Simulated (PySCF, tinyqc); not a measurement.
Inside a calculation (part 2 of 2). Method: CISD on RHF in the sto-3g basis, for HF, spin multiplicity 1. The lowest restricted solution is unstable here: a spin-polarised one lies 0.0332 hartree lower (PySCF). Computed by tinyqc, a small Python program that keeps every step (integrals from PySCF). Command: `OMP_NUM_THREADS=1 python tinyqc.py 28430 28431 out.jsonl` (the two numbers bound the seeds that draw the settings). One thread of a shared host (Intel(R) Xeon(R) Processor @ 2.60GHz), about 0.1 s of CPU time with the checks.

Geometry (angstrom):

| atom | x | y | z |
|---|---|---|---|
| F | 0.000000 | 0.000000 | 0.000000 |
| H | 0.000000 | 0.000000 | 1.412000 |

## CISD: determinants and Hamiltonian

one-electron integrals over orbitals h = C^T H C (hartree):
```
            1          2          3          4          5          6
1  -40.382718   0.728399   0.000000   0.000000  -0.098736  -0.109952
2    0.728399  -9.114861   0.000000   0.000000   0.415279   0.615531
3    0.000000   0.000000  -8.563388   0.000000   0.000000   0.000000
4    0.000000   0.000000   0.000000  -8.563388   0.000000   0.000000
5   -0.098736   0.415279   0.000000   0.000000  -6.494118   2.418203
6   -0.109952   0.615531   0.000000   0.000000   2.418203  -5.878283
```

Two-electron integrals over orbitals (pq|rs), unique and non-zero (hartree):
```
(11|11) 5.364965    (21|11) -0.526561   (21|21) 0.081432    (22|11) 1.244169
(22|21) -0.023453   (22|22) 0.881573    (31|31) 0.029518    (32|31) 0.040379
(32|32) 0.191720    (33|11) 1.264030    (33|21) -0.015278   (33|22) 0.900690
(33|33) 0.997514    (41|41) 0.029518    (42|41) 0.040379    (42|42) 0.191720
(43|43) 0.053770    (44|11) 1.264030    (44|21) -0.015278   (44|22) 0.900690
(44|33) 0.889973    (44|44) 0.997514    (51|11) 0.075368    (51|21) -0.011447
(51|22) 0.004429    (51|33) 0.002236    (51|44) 0.002236    (51|51) 0.015979
(52|11) -0.098468   (52|21) 0.003706    (52|22) -0.044396   (52|33) -0.055418
(52|44) -0.055418   (52|51) 0.020433    (52|52) 0.123512    (53|31) -0.005251
(53|32) -0.021452   (53|53) 0.031972    (54|41) -0.005251   (54|42) -0.021452
(54|54) 0.031972    (55|11) 0.848268    (55|21) -0.008040   (55|22) 0.663192
(55|33) 0.649072    (55|44) 0.649072    (55|51) -0.001230   (55|52) -0.006625
(55|55) 0.644453    (61|11) 0.081044    (61|21) -0.012851   (61|22) 0.002767
(61|33) 0.002425    (61|44) 0.002425    (61|51) -0.013334   (61|52) -0.022323
(61|55) 0.003725    (61|61) 0.017985    (62|11) -0.118167   (62|21) 0.003311
(62|22) -0.065862   (62|33) -0.066152   (62|44) -0.066152   (62|51) -0.019905
(62|52) -0.085252   (62|55) -0.019155   (62|61) 0.019607    (62|62) 0.091316
(63|31) -0.005361   (63|32) -0.022139   (63|53) -0.024210   (63|63) 0.028110
(64|41) -0.005361   (64|42) -0.022139   (64|54) -0.024210   (64|64) 0.028110
(65|11) -0.444921   (65|21) 0.007330    (65|22) -0.263577   (65|33) -0.265983
(65|44) -0.265983   (65|51) 0.001186    (65|52) 0.067545    (65|55) -0.084283
(65|61) -0.003888   (65|62) 0.027185    (65|65) 0.253377    (66|11) 0.814840
(66|21) -0.008655   (66|22) 0.621144    (66|33) 0.608068    (66|44) 0.608068
(66|51) 0.007990    (66|52) 0.036022    (66|55) 0.630662    (66|61) -0.005934
(66|62) -0.045783   (66|65) -0.030405   (66|66) 0.651717
```

nuclear repulsion = 3.37294256 hartree

Hartree-Fock energy = -98.44746269 hartree

Slater-Condon rules over spin orbitals, with the nuclear repulsion added and E(HF) subtracted on the diagonal. Only determinants linked to the reference directly or through others are kept (one block of an abelian symmetry group), so some states are absent.

Occupation strings over the orbitals (2 doubly, a alpha, b beta, 0 empty; spin orbitals ordered 1a 1b 2a 2b ...): 222220 2222ab 2a222b a2222b 2222ba 2b222a b2222a 222202 2a22b2 a222b2 222022 220222 2b22a2 202222 ab2222 b222a2 ba2222 022222

H - E(HF) between determinants (hartree):
```
           222220     2222ab     2a222b     a2222b     2222ba     2b222a     b2222a     222202
222220   0.000000   0.000000   0.000000   0.000000   0.000000   0.000000   0.000000   0.253377
2222ab   0.000000   0.324987  -0.008836  -0.011878  -0.253377  -0.027185   0.003888   0.053878
2a222b   0.000000  -0.008836   1.142741   0.028263  -0.027185  -0.091316  -0.019607  -0.067545
a2222b   0.000000  -0.011878   0.028263  25.404731   0.003888  -0.019607  -0.017985  -0.001186
2222ba   0.000000  -0.253377  -0.027185   0.003888   0.324987  -0.008836  -0.011878  -0.053878
2b222a   0.000000  -0.027185  -0.091316  -0.019607  -0.008836   1.142741   0.028263   0.067545
b2222a   0.000000   0.003888  -0.019607  -0.017985  -0.011878   0.028263  25.404731   0.001186
222202   0.253377   0.053878  -0.067545  -0.001186  -0.053878   0.067545   0.001186   0.684822
2a22b2  -0.027185   0.067545  -0.233172   0.007330  -0.026628   0.085252   0.019905   0.051483
a222b2   0.003888   0.001186   0.007330  -0.414516  -0.009659   0.022323   0.013334   0.021098
222022   0.028110   0.024210   0.022139   0.005361  -0.024210  -0.022139  -0.005361   0.031972
220222   0.028110   0.024210   0.022139   0.005361  -0.024210  -0.022139  -0.005361   0.031972
2b22a2   0.027185  -0.026628   0.085252   0.019905   0.067545  -0.233172   0.007330  -0.051483
202222   0.091316   0.085252   0.020079  -0.003311  -0.085252  -0.020079   0.003311   0.123512
ab2222  -0.019607  -0.019905   0.003311  -0.072384   0.022323  -0.008701   0.012851  -0.020433
b222a2  -0.003888  -0.009659   0.022323   0.013334   0.001186   0.007330  -0.414516  -0.021098
ba2222   0.019607   0.022323  -0.008701   0.012851  -0.019905   0.003311  -0.072384   0.020433
022222   0.017985   0.013334   0.012851  -0.086978  -0.013334  -0.012851   0.086978   0.015979

           2a22b2     a222b2     222022     220222     2b22a2     202222     ab2222     b222a2
222220  -0.027185   0.003888   0.028110   0.028110   0.027185   0.091316  -0.019607  -0.003888
2222ab   0.067545   0.001186   0.024210   0.024210  -0.026628   0.085252  -0.019905  -0.009659
2a222b  -0.233172   0.007330   0.022139   0.022139   0.085252   0.020079   0.003311   0.022323
a2222b   0.007330  -0.414516   0.005361   0.005361   0.019905  -0.003311  -0.072384   0.013334
2222ba  -0.026628  -0.009659  -0.024210  -0.024210   0.067545  -0.085252   0.022323   0.001186
2b222a   0.085252   0.022323  -0.022139  -0.022139  -0.233172  -0.020079  -0.008701   0.007330
b2222a   0.019905   0.013334  -0.005361  -0.005361   0.007330   0.003311   0.012851  -0.414516
222202   0.051483   0.021098   0.031972   0.031972  -0.051483   0.123512  -0.020433  -0.021098
2a22b2   1.530832   0.028877   0.021452   0.021452  -0.123512   0.089254   0.003706  -0.020433
a222b2   0.028877  25.784203   0.005251   0.005251  -0.020433  -0.003706  -0.143327  -0.015979
222022   0.021452   0.005251   0.740589   0.053770  -0.021452   0.191720  -0.040379  -0.005251
220222   0.021452   0.005251   0.053770   0.740589  -0.021452   0.191720  -0.040379  -0.005251
2b22a2  -0.123512  -0.020433  -0.021452  -0.021452   1.530832  -0.089254   0.015438   0.028877
202222   0.089254  -0.003706   0.191720   0.191720  -0.089254   2.576484  -0.013465   0.003706
ab2222   0.003706  -0.143327  -0.040379  -0.040379   0.015438  -0.013465  27.007375   0.011447
b222a2  -0.020433  -0.015979  -0.005251  -0.005251   0.028877   0.003706   0.011447  25.784203
ba2222   0.015438   0.011447   0.040379   0.040379   0.003706   0.013465  -0.081432  -0.143327
022222   0.011447  -0.055501   0.029518   0.029518  -0.011447   0.081432   0.489644   0.055501

           ba2222     022222
222220   0.019607   0.017985
2222ab   0.022323   0.013334
2a222b  -0.008701   0.012851
a2222b   0.012851  -0.086978
2222ba  -0.019905  -0.013334
2b222a   0.003311  -0.012851
b2222a  -0.072384   0.086978
222202   0.020433   0.015979
2a22b2   0.015438   0.011447
a222b2   0.011447  -0.055501
222022   0.040379   0.029518
220222   0.040379   0.029518
2b22a2   0.003706  -0.011447
202222   0.013465   0.081432
ab2222  -0.081432   0.489644
b222a2  -0.143327   0.055501
ba2222  27.007375  -0.489644
022222  -0.489644  55.196465
```

## CISD: roots

Diagonalise (each vector has its largest component positive (the first on a tie)); all determinants have Ms = 0, so triplets appear too. The lowest singlet root is the correlation energy.

lowest roots of this matrix, relative to E(HF) (hartree): -0.088195  0.069327  0.540565  0.686818  0.708487  0.799937  0.998348  1.077971

lowest vectors:
```
           root 1     root 2     root 3     root 4
222220   0.947407   0.000000  -0.124857   0.000000
2222ab   0.026190   0.706474   0.668226   0.000000
2a222b  -0.010263   0.023032  -0.069511   0.000000
a2222b   0.000038   0.000239   0.000531   0.000000
2222ba  -0.026190   0.706474  -0.668226   0.000000
2b222a   0.010263   0.023032   0.069511   0.000000
b2222a  -0.000038   0.000239  -0.000531   0.000000
222202  -0.314572   0.000000  -0.263570   0.000000
2a22b2   0.022144  -0.019064  -0.064033   0.000000
a222b2   0.000062   0.000216   0.000064   0.000000
222022  -0.016719   0.000000  -0.042718   0.707107
220222  -0.016719   0.000000  -0.042718  -0.707107
2b22a2  -0.022144  -0.019064   0.064033   0.000000
202222  -0.018474   0.000000  -0.019328   0.000000
ab2222   0.000447  -0.000044   0.000635   0.000000
b222a2  -0.000062   0.000216  -0.000064   0.000000
ba2222  -0.000447  -0.000044  -0.000635   0.000000
022222  -0.000197   0.000000  -0.000083   0.000000
```

<S^2> of these roots: 0.000000  2.000000  0.000000  0.000000  0.000000  0.000000  2.000000  0.000000

weight of the ground state by excitation level 0, 1, 2, ...: 0.897580  0.001582  0.100837

With one virtual orbital singles and doubles already span the full space. The reference has a weight of only 0.90: one determinant is a poor start here.

## The lowest root by the Davidson method

Start from the reference; add the residual divided by (theta - H_ii), orthogonalised, at each step.

Davidson iterations:

| iteration | subspace | lowest Ritz value (hartree) | residual norm |
|---|---|---|---|
| 1 | 1 | 0 | 2.77e-01 |
| 2 | 2 | -0.08573607 | 6.23e-02 |
| 3 | 3 | -0.08812525 | 9.30e-03 |
| 4 | 4 | -0.08819316 | 1.67e-03 |
| 5 | 5 | -0.08819512 | 2.27e-04 |
| 6 | 6 | -0.08819515 | 1.20e-05 |
| 7 | 7 | -0.08819515 | 8.85e-07 |
| 8 | 8 | -0.08819515 | 3.03e-08 |
